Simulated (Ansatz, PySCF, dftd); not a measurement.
System: C₄H₅, charge 0, doublet. C4H5 (SMILES [CH]=CC=C, doublet).
B3LYP-D3(BJ)/def2-TZVP minimum from Ansatz (a program for electronic structure):
```
C
C 1 1.3330
H 2 1.0816 1 121.49
H 2 1.0837 3 117.06 1 -180.00
H 1 1.0850 2 119.87 3 0.00
C 1 1.4630 5 116.51 2 -180.00
C 6 1.3126 1 124.98 5 0.00
H 7 1.0788 6 138.30 1 0.00
H 6 1.0899 7 119.18 8 -180.00
```
Charge 0, spin multiplicity 2.

Wanted: enthalpy of formation at 298 K (by atomisation, with ideal-gas terms from PySCF's Hessian at B3LYP-D3(BJ)/def2-TZVP and the atoms' measured values of the G2/97 table; no spin-orbit terms), in kJ/mol. Radicals and triplets start from unrestricted determinants; spin-orbit coupling is neglected. Cores are frozen in correlated methods. No relativity. Double hybrids freeze cores in their MP2 part. For partners of very few electrons the exact lower level stands in for a higher one. The UHF reference of C4H5 ([CH]=CC=C, doublet) is spin-contaminated (<S^2> up to 0.50 over the pure value in the sets run).

```
level                            program  enthalpy of formation at 298 K (kJ/mol)
------------------------  --------------  ---------------------------------------
PBE-D4/def2-TZVPD         Ansatz + dftd4                                    244.5
B2PLYP-D3(BJ)/def2-TZVPD  Ansatz + dftd3                                    390.9
MP2/cc-pVTZ                       Ansatz                                    467.7
CCSD/cc-pVTZ                      Ansatz                                    528.9
CCSDT(Q)/cc-pVDZ                  Ansatz                                    642.0
```
